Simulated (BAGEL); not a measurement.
**C3H9P (trimethylphosphine) at B3LYP/6-31G(d) (density fitting with cc-pvqz-jkfit, spherical functions)**

What is the energy change on altering one bond length of C3H9P (trimethylphosphine) at B3LYP/6-31G* (density fitting with cc-pvqz-jkfit, spherical functions)? 

The results are computed with BAGEL 1.2.2.

1 further run of the same task is left out (set aside as unsound or not needed).

**1. The molecule**

C3H9P has 13 atoms, charge 0, and is taken as a singlet. As SMILES, `CP(C)C`. Geometry: relaxed at PBE0-D4/def2-TZVP.

Bond lengths: C1–P2 1.839 Å, P2–C3 1.839 Å, P2–C4 1.839 Å, C1–H5 1.092 Å, C1–H6 1.092 Å, C1–H7 1.094 Å, C3–H8 1.094 Å, C3–H9 1.092 Å, C3–H10 1.092 Å, C4–H11 1.092 Å, C4–H12 1.092 Å, C4–H13 1.094 Å. Some angles: C1–P2–C3 99.4°, C1–P2–C4 99.4°, C3–P2–C4 99.4°, P2–C1–H5 109.5°, P2–C1–H6 109.5°, P2–C1–H7 112.3°, P2–C3–H8 112.3°, P2–C3–H9 109.5°, P2–C3–H10 109.5°, P2–C4–H11 109.5°.

**2. The energy at B3LYP/6-31G(d) (density fitting with cc-pvqz-jkfit, spherical functions)**

The input, dft.json:

```json
{ "bagel": [

{
  "title": "molecule",
  "basis": "6-31gs.json",
  "df_basis": "cc-pvqz-jkfit",
  "angstrom": "true",
  "geometry": [
    { "atom": "C", "xyz": [   -0.507790,    1.424650,   -0.580040 ] },
    { "atom": "P", "xyz": [    0.643680,   -0.007310,   -0.657580 ] },
    { "atom": "C", "xyz": [    1.189840,   -0.047290,    1.098130 ] },
    { "atom": "C", "xyz": [   -0.581430,   -1.378500,   -0.620880 ] },
    { "atom": "H", "xyz": [   -1.049120,    1.509250,   -1.524840 ] },
    { "atom": "H", "xyz": [    0.063540,    2.345260,   -0.442500 ] },
    { "atom": "H", "xyz": [   -1.231580,    1.332100,    0.235540 ] },
    { "atom": "H", "xyz": [    0.346870,   -0.034330,    1.795870 ] },
    { "atom": "H", "xyz": [    1.781570,   -0.947920,    1.275770 ] },
    { "atom": "H", "xyz": [    1.829630,    0.814300,    1.301040 ] },
    { "atom": "H", "xyz": [   -0.059240,   -2.331710,   -0.513300 ] },
    { "atom": "H", "xyz": [   -1.127530,   -1.405300,   -1.566340 ] },
    { "atom": "H", "xyz": [   -1.298440,   -1.273200,    0.199130 ] }
  ]
},
{ "title": "ks", "xc_func": "b3lyp" },
{ "title": "print", "file": "orbitals.molden", "orbitals": "true" }

]}
```

The basis set 6-31G* is read from a file made from the Basis Set Exchange's data (not shown).

The run is started by

```bash
$ BAGEL_NUM_THREADS=1 BAGEL dft.json > dft.out
```

The log of the run:

```text
* using 1 threads per process

  ===============================================================
  ===============================================================

  *** Geometry ***

  { "atom" : "C", "xyz" : [     -0.959584,      2.692198,     -1.096117 ] },
  { "atom" : "P", "xyz" : [      1.216379,     -0.013814,     -1.242646 ] },
  { "atom" : "C", "xyz" : [      2.248472,     -0.089365,      2.075165 ] },
  { "atom" : "C", "xyz" : [     -1.098743,     -2.604987,     -1.173293 ] },
  { "atom" : "H", "xyz" : [     -1.982549,      2.852069,     -2.881530 ] },
  { "atom" : "H", "xyz" : [      0.120073,      4.431899,     -0.836204 ] },
  { "atom" : "H", "xyz" : [     -2.327349,      2.517304,      0.445106 ] },
  { "atom" : "H", "xyz" : [      0.655489,     -0.064874,      3.393702 ] },
  { "atom" : "H", "xyz" : [      3.366679,     -1.791309,      2.410856 ] },
  { "atom" : "H", "xyz" : [      3.457500,      1.538804,      2.458609 ] },
  { "atom" : "H", "xyz" : [     -0.111947,     -4.406293,     -0.969996 ] },
  { "atom" : "H", "xyz" : [     -2.130723,     -2.655632,     -2.959954 ] },
  { "atom" : "H", "xyz" : [     -2.453696,     -2.405999,      0.376301 ] },

  Number of auxiliary basis functions:      925

  Since a DF basis is specified, we compute 2- and 3-index integrals:
    o Being stored without compression. Storage requirement is 0.045 GB

  Number of basis functions:       78
  Number of electrons      :       42

    * METHOD: MOLECULE                             1.73

  *** Kohn-Sham DFT ***

    * Removing 25072 points whose weight is below 1.00e-10
    * Grid points: 168706

  === Nuclear Repulsion ===
   177.9486724336

       - DIIS with orbital gradients will be used.

  === KS iteration (b3lyp / 6-31gs.json) ===
      0       -406.91650542          0.12488365           0.89
      1       -371.81051657          0.16185793           0.89
      2       -404.98470906          0.12514106           0.87
      3       -455.56921404          0.09262346           0.87
      4       -458.55327376          0.05427543           0.88
      5       -460.19550807          0.03814998           0.88
      6       -461.06532270          0.00773376           0.88
      7       -461.09136231          0.00190629           0.87
      8       -461.09289549          0.00040822           0.88
      9       -461.09295527          0.00020306           0.87
     10       -461.09297695          0.00004230           0.87
     11       -461.09297794          0.00000268           0.87
     12       -461.09297794          0.00000240           0.87
     13       -461.09297795          0.00000013           0.86
     14       -461.09297795          0.00000002           0.87
     15       -461.09297795          0.00000001           0.86
     16       -461.09297795          0.00000000           0.86
    * SCF iteration converged.

    * Permanent dipole moment:
           (    0.378441,    -0.004326,    -0.386621) a.u.

    * METHOD: KS                                  16.38

    * METHOD: PRINT                                0.04

  ===============================================================
```

Run time: 19 s. Hardware: 1 thread of Arm Neoverse N1, shared host; peak memory 0.62 GiB.

**3. The distorted shape, same level**

The input, calc.json:

```json
{ "bagel": [

{
  "title": "molecule",
  "basis": "6-31gs.json",
  "df_basis": "cc-pvqz-jkfit",
  "angstrom": "true",
  "geometry": [
    { "atom": "C", "xyz": [      -0.964841,       0.688183,      -0.690069 ] },
    { "atom": "P", "xyz": [       0.186629,      -0.743777,      -0.767609 ] },
    { "atom": "C", "xyz": [       0.732789,      -0.783757,       0.988101 ] },
    { "atom": "C", "xyz": [      -1.038481,      -2.114967,      -0.730909 ] },
    { "atom": "H", "xyz": [      -1.506171,       0.772783,      -1.634869 ] },
    { "atom": "H", "xyz": [       0.063540,       2.345260,      -0.442500 ] },
    { "atom": "H", "xyz": [      -1.688631,       0.595633,       0.125511 ] },
    { "atom": "H", "xyz": [      -0.110181,      -0.770797,       1.685841 ] },
    { "atom": "H", "xyz": [       1.324519,      -1.684387,       1.165741 ] },
    { "atom": "H", "xyz": [       1.372579,       0.077833,       1.191011 ] },
    { "atom": "H", "xyz": [      -0.516291,      -3.068177,      -0.623329 ] },
    { "atom": "H", "xyz": [      -1.584581,      -2.141767,      -1.676369 ] },
    { "atom": "H", "xyz": [      -1.755491,      -2.009667,       0.089101 ] }
  ]
},

{ "title": "ks", "xc_func": "b3lyp" },

{ "title": "print", "file": "orbitals.molden", "orbitals": "true" }

]}
```

The basis set 6-31G* is read from a file made from the Basis Set Exchange's data (not shown).

The run is started by

```bash
$ BAGEL_NUM_THREADS=1 BAGEL calc.json > calc.out
```

The log of the run:

```text
* using 1 threads per process

  ===============================================================
  ===============================================================

  *** Geometry ***

  { "atom" : "C", "xyz" : [     -1.823285,      1.300477,     -1.304041 ] },
  { "atom" : "P", "xyz" : [      0.352678,     -1.405535,     -1.450571 ] },
  { "atom" : "C", "xyz" : [      1.384771,     -1.481086,      1.867240 ] },
  { "atom" : "C", "xyz" : [     -1.962445,     -3.996708,     -1.381218 ] },
  { "atom" : "H", "xyz" : [     -2.846251,      1.460348,     -3.089455 ] },
  { "atom" : "H", "xyz" : [      0.120073,      4.431899,     -0.836204 ] },
  { "atom" : "H", "xyz" : [     -3.191050,      1.125583,      0.237181 ] },
  { "atom" : "H", "xyz" : [     -0.208212,     -1.456595,      3.185778 ] },
  { "atom" : "H", "xyz" : [      2.502978,     -3.183030,      2.202931 ] },
  { "atom" : "H", "xyz" : [      2.593798,      0.147083,      2.250685 ] },
  { "atom" : "H", "xyz" : [     -0.975649,     -5.798014,     -1.177921 ] },
  { "atom" : "H", "xyz" : [     -2.994424,     -4.047353,     -3.167878 ] },
  { "atom" : "H", "xyz" : [     -3.317397,     -3.797720,      0.168376 ] },

  Number of auxiliary basis functions:      925

  Since a DF basis is specified, we compute 2- and 3-index integrals:
    o Being stored without compression. Storage requirement is 0.045 GB

  Number of basis functions:       78
  Number of electrons      :       42

    * METHOD: MOLECULE                             1.76

  *** Kohn-Sham DFT ***

    * Removing 24173 points whose weight is below 1.00e-10
    * Grid points: 169605

  === Nuclear Repulsion ===
   175.3813681975

       - DIIS with orbital gradients will be used.

  === KS iteration (b3lyp / 6-31gs.json) ===
      0       -407.00481949          0.12382157           0.90
      1       -370.30519986          0.16382409           0.88
      2       -406.39259316          0.15315849           0.89
      3       -457.24415553          0.07841384           0.87
      4       -459.82775101          0.04274933           0.87
      5       -460.72900173          0.01977361           0.87
      6       -460.92169196          0.00869946           0.87
      7       -460.95230052          0.00567154           0.88
      8       -460.96779001          0.00129944           0.88
      9       -460.96878435          0.00037286           0.88
     10       -460.96884545          0.00015594           0.87
     11       -460.96885631          0.00005704           0.88
     12       -460.96885794          0.00001285           0.87
     13       -460.96885801          0.00000761           0.87
     14       -460.96885804          0.00000133           0.87
     15       -460.96885804          0.00000086           0.88
     16       -460.96885804          0.00000028           0.88
     17       -460.96885804          0.00000008           0.87
     18       -460.96885804          0.00000003           0.87
     19       -460.96885804          0.00000001           0.87
    * SCF iteration converged.

    * Permanent dipole moment:
           (    0.533605,     0.423297,    -0.354710) a.u.

    * METHOD: KS                                  19.12

    * METHOD: PRINT                                0.04

  ===============================================================
```

Run time: 21 s. Hardware: 1 thread of Arm Neoverse N1, shared host; peak memory 0.63 GiB.

**4. What came out**

Level: B3LYP/6-31G* (density fitting with cc-pvqz-jkfit, spherical functions).

| quantity | value |
| --- | --- |
| first shape: total energy | -461.09298 Eh |
| first shape: dipole moment | 1.38 D |
| first shape: HOMO energy | -5.92 eV |
| first shape: LUMO energy | 1.89 eV |
| first shape: HOMO–LUMO gap | 7.81 eV |
| distorted shape: total energy | -460.96886 Eh |
| distorted shape: dipole moment | 1.95 D |
| distorted shape: HOMO energy | -6.08 eV |
| distorted shape: LUMO energy | -1.78 eV |
| distorted shape: HOMO–LUMO gap | 4.30 eV |
| energy change with the C1–H6 bond stretched from 1.092 to 1.966 Å | 3.377 eV |

In words: With the C1–H6 bond stretched from 1.092 to 1.966 Å the energy rises by 3.38 eV (78 kcal/mol). The first shape isn't relaxed at this level, so the change isn't measured from a minimum. A restricted reference can't describe the breaking bond well at this length.
